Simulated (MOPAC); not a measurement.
MOPAC input (MNDO):

```
MNDO PRECISE GNORM=0.05 LET XYZ CHARGE=-1 GEO-OK AUX(PRECISION=9) THREADS=1
C4H7

C    -0.01757571 1    0.09245593 1    1.57136089 1
C    -0.00253030 1    0.02041354 1    0.22468106 1
H    -0.01957867 1   -0.94890930 1    1.97860204 1
C     0.00393210 1    1.27502722 1   -0.63260020 1
H    -0.00533690 1    2.15164792 1    0.01652705 1
H     0.89047130 1    1.33342414 1   -1.28748007 1
H    -0.86819721 1    1.32921117 1   -1.30690294 1
C     0.00994611 1   -1.24288159 1   -0.63099270 1
H     0.00510366 1   -2.13392940 1    0.00074878 1
H    -0.86054684 1   -1.30287082 1   -1.30779127 1
H     0.89545144 1   -1.29866425 1   -1.28839789 1
```

Output:

```
 *******************************************************************************
 **                                                                           **
 **                              MOPAC v23.2.5                                **
 **                                                                           **
 *******************************************************************************
 ** MOPAC's Digital Object Identifier: https://doi.org/10.5281/zenodo.6511958 **
 **                                                                           **
 ** Please cite the open-source release paper for use of this MOPAC version:  **
 ** J. E. Moussa and J. J. P. Stewart (2026)                                  **
 ** MOPAC: An open-source semiempirical molecular orbital program             **
 ** J. Open Source Softw., 11(119), 8025, https://doi.org/10.21105/joss.08025 **
 *******************************************************************************

                              MNDO CALCULATION RESULTS

 *******************************************************************************
 *  MNDO       - The MNDO Hamiltonian to be used
 *  GEO-OK     - OVERRIDE INTERATOMIC DISTANCE AND OTHER SAFETY CHECKS
 *
 *
 *
 *                 CHARGE ON SYSTEM = -1
 *
 *
 *
 *  LET        - OVERRIDE SOME SAFETY CHECKS
 *  PRECISE    - TIGHTER CRITERIA TO BE USED
 *  XYZ        - CARTESIAN COORDINATE SYSTEM TO BE USED
 *  GNORM      - EXIT WHEN GRADIENT NORM DROPS BELOW 0.050
 *  AUX        - OUTPUT AUXILIARY INFORMATION
 *******************************************************************************
MNDO PRECISE GNORM=0.05 LET XYZ CHARGE=-1 GEO-OK AUX(PRECISION=9) THREADS=1
 C4H7

   ATOM   CHEMICAL          X               Y               Z
  NUMBER   SYMBOL      (ANGSTROMS)     (ANGSTROMS)     (ANGSTROMS)

     1       C         -0.01757571  *   0.09245593  *   1.57136089  *
     2       C         -0.00253030  *   0.02041354  *   0.22468106  *
     3       H         -0.01957867  *  -0.94890930  *   1.97860204  *
     4       C          0.00393210  *   1.27502722  *  -0.63260020  *
     5       H         -0.00533690  *   2.15164792  *   0.01652705  *
     6       H          0.89047130  *   1.33342414  *  -1.28748007  *
     7       H         -0.86819721  *   1.32921117  *  -1.30690294  *
     8       C          0.00994611  *  -1.24288159  *  -0.63099270  *
     9       H          0.00510366  *  -2.13392940  *   0.00074878  *
    10       H         -0.86054684  *  -1.30287082  *  -1.30779127  *
    11       H          0.89545144  *  -1.29866425  *  -1.28839789  *

          CARTESIAN COORDINATES

    NO.       ATOM           X           Y           Z

     1         C         -0.0176      0.0925      1.5714
     2         C         -0.0025      0.0204      0.2247
     3         H         -0.0196     -0.9489      1.9786
     4         C          0.0039      1.2750     -0.6326
     5         H         -0.0053      2.1516      0.0165
     6         H          0.8905      1.3334     -1.2875
     7         H         -0.8682      1.3292     -1.3069
     8         C          0.0099     -1.2429     -0.6310
     9         H          0.0051     -2.1339      0.0007
    10         H         -0.8605     -1.3029     -1.3078
    11         H          0.8955     -1.2987     -1.2884

  H: (MNDO): M.J.S. DEWAR, W. THIEL, J. AM. CHEM. SOC., 99, 4899, (1977)
  C: (MNDO): M.J.S. DEWAR, W. THIEL, J. AM. CHEM. SOC., 99, 4899, (1977)

           Empirical Formula: C4 H7  =    11 atoms

      MOLECULAR POINT GROUP   :   Cs

      RHF CALCULATION, NO. OF DOUBLY OCCUPIED LEVELS = 12

          Geometry optimization using EF

          DIAGONAL MATRIX USED AS START HESSIAN

 CYCLE:     1  GRAD.:    84.303 HEAT:  51.43300
 CYCLE:     2  GRAD.:   359.623 HEAT:  71.90304
 CYCLE:     3  GRAD.:   201.267 HEAT:  55.32838
 CYCLE:     4  GRAD.:   218.460 HEAT:  61.27675
 CYCLE:     5  GRAD.:   191.627 HEAT:  58.66927
 CYCLE:     6  GRAD.:   260.904 HEAT:  61.04061
 CYCLE:     7  GRAD.:   199.340 HEAT:  59.27377
 CYCLE:     8  GRAD.:   163.402 HEAT:  54.96060
 CYCLE:     9  GRAD.:   226.272 HEAT:  60.18171
 CYCLE:    10  GRAD.:   187.170 HEAT:  57.41814
 CYCLE:    11  GRAD.:   165.039 HEAT:  53.69116
 CYCLE:    12  GRAD.:   229.621 HEAT:  62.68628
 CYCLE:    13  GRAD.:   112.452 HEAT:  52.47960
 CYCLE:    14  GRAD.:   136.502 HEAT:  53.25272
 CYCLE:    15  GRAD.:   107.418 HEAT:  50.89500
 CYCLE:    16  GRAD.:   110.131 HEAT:  53.77893
 CYCLE:    17  GRAD.:    54.315 HEAT:  47.82579
 CYCLE:    18  GRAD.:    37.572 HEAT:  47.32017
 CYCLE:    19  GRAD.:     3.827 HEAT:  46.85618
 CYCLE:    20  GRAD.:     2.590 HEAT:  46.85109
 CYCLE:    21  GRAD.:     0.940 HEAT:  46.84762
 CYCLE:    22  GRAD.:     1.810 HEAT:  46.84759
 CYCLE:    23  GRAD.:     2.251 HEAT:  46.84760
 CYCLE:    24  GRAD.:     0.586 HEAT:  46.84601
 CYCLE:    25  GRAD.:     2.336 HEAT:  46.84732
 CYCLE:    26  GRAD.:     0.254 HEAT:  46.84582
 CYCLE:    27  GRAD.:     0.162 HEAT:  46.84579
 CYCLE:    28  GRAD.:     0.025 HEAT:  46.84577

     GRADIENT =  0.02548 IS LESS THAN CUTOFF =  0.05000

 -------------------------------------------------------------------------------
 MNDO PRECISE GNORM=0.05 LET XYZ CHARGE=-1 GEO-OK AUX(PRECISION=9) THREADS=1
 C4H7

     GEOMETRY OPTIMISED USING EIGENVECTOR FOLLOWING (EF).
     SCF FIELD WAS ACHIEVED

                              MNDO CALCULATION
                                                       MOPAC v23.2.5 Linux

          FINAL HEAT OF FORMATION =         46.84577 KCAL/MOL =     196.00270 KJ/MOL

          COSMO AREA              =        109.49 SQUARE ANGSTROMS
          COSMO VOLUME            =         95.03 CUBIC ANGSTROMS

          GRADIENT NORM           =          0.02548          =       0.00768 PER ATOM
          IONIZATION POTENTIAL    =          1.208594 EV
          HOMO LUMO ENERGIES (EV) =         -1.209  8.159
          NO. OF FILLED LEVELS    =         12
          MOLECULAR WEIGHT        =         55.0993         POINT GROUP:  Cs

          MOLECULAR DIMENSIONS (Angstroms)

            Atom       Atom       Distance
            H     9    H     5     4.35927
            H     3    H     6     3.56272
            H    11    H    10     1.72612

          SCF CALCULATIONS        =         29

   ATOM   CHEMICAL          X               Y               Z
  NUMBER   SYMBOL      (ANGSTROMS)     (ANGSTROMS)     (ANGSTROMS)

     1       C         -0.01697305  *   0.05798518  *   1.52482853  *
     2       C         -0.00202681  *   0.01140192  *   0.18109098  *
     3       H         -0.02179235  *  -0.83206837  *   2.15231153  *
     4       C          0.00360593  *   1.28557259  *  -0.60553749  *
     5       H         -0.00567166  *   2.19047307  *   0.03826188  *
     6       H          0.90121760  *   1.38014335  *  -1.26616794  *
     7       H         -0.87963343  *   1.37587320  *  -1.28583627  *
     8       C          0.00999736  *  -1.25138378  *  -0.63365267  *
     9       H          0.00523496  *  -2.16857659  *  -0.00369902  *
    10       H         -0.87372073  *  -1.33857866  *  -1.31119507  *
    11       H          0.90886292  *  -1.33430513  *  -1.29149972  *

                             CARTESIAN COORDINATES

   1    C       -0.016973053     0.057985181     1.524828530
   2    C       -0.002026806     0.011401923     0.181090976
   3    H       -0.021792348    -0.832068372     2.152311527
   4    C        0.003605926     1.285572586    -0.605537489
   5    H       -0.005671658     2.190473065     0.038261877
   6    H        0.901217598     1.380143349    -1.266167937
   7    H       -0.879633427     1.375873201    -1.285836268
   8    C        0.009997362    -1.251383782    -0.633652673
   9    H        0.005234960    -2.168576586    -0.003699017
  10    H       -0.873720733    -1.338578656    -1.311195070
  11    H        0.908862919    -1.334305131    -1.291499722

           Empirical Formula: C4 H7  =    11 atoms

      MOLECULAR POINT GROUP   :   Cs

                  EIGENVALUES
 -32.18654 -24.06351 -21.20062 -12.77916  -9.43446  -9.31509  -8.97958  -8.48424
  -7.33665  -6.61317  -2.83322  -1.20859   8.15912   9.09597   9.18591   9.40648
   9.81795   9.98187  10.32607  11.26790  11.53648  12.37146  14.07873

              NET ATOMIC CHARGES AND DIPOLE CONTRIBUTIONS

  ATOM NO.   TYPE          CHARGE      No. of ELECS.   s-Pop       p-Pop
    1          C          -0.430108        4.4301     1.46831     2.96180
    2          C          -0.382503        4.3825     1.19817     3.18434
    3          H          -0.058203        1.0582     1.05820
    4          C           0.176651        3.8233     1.20380     2.61955
    5          H          -0.038849        1.0388     1.03885
    6          H          -0.089471        1.0895     1.08947
    7          H          -0.089469        1.0895     1.08947
    8          C           0.133587        3.8664     1.21065     2.65577
    9          H          -0.060467        1.0605     1.06047
   10          H          -0.080586        1.0806     1.08059
   11          H          -0.080582        1.0806     1.08058
 DIPOLE           X         Y         Z       TOTAL
 POINT-CHG.     0.028     0.496    -2.679     2.725
 HYBRID         0.016    -1.594    -1.113     1.944
 SUM            0.044    -1.098    -3.792     3.948

          ATOMIC ORBITAL ELECTRON POPULATIONS

     Atom    s        px        py        pz
    1  C   1.46831   0.58816   1.37432   0.99932
    2  C   1.19817   1.36587   0.87631   0.94216
    3  H   1.05820
    4  C   1.20380   0.82654   0.92882   0.86419
    5  H   1.03885
    6  H   1.08947
    7  H   1.08947
    8  C   1.21065   0.83726   0.94084   0.87766
    9  H   1.06047
   10  H   1.08059
   11  H   1.08058

 **********************
 *                    *
 * JOB ENDED NORMALLY *
 *                    *
 **********************

 == MOPAC DONE ==
```

The dipole moment of an ion depends on the origin.
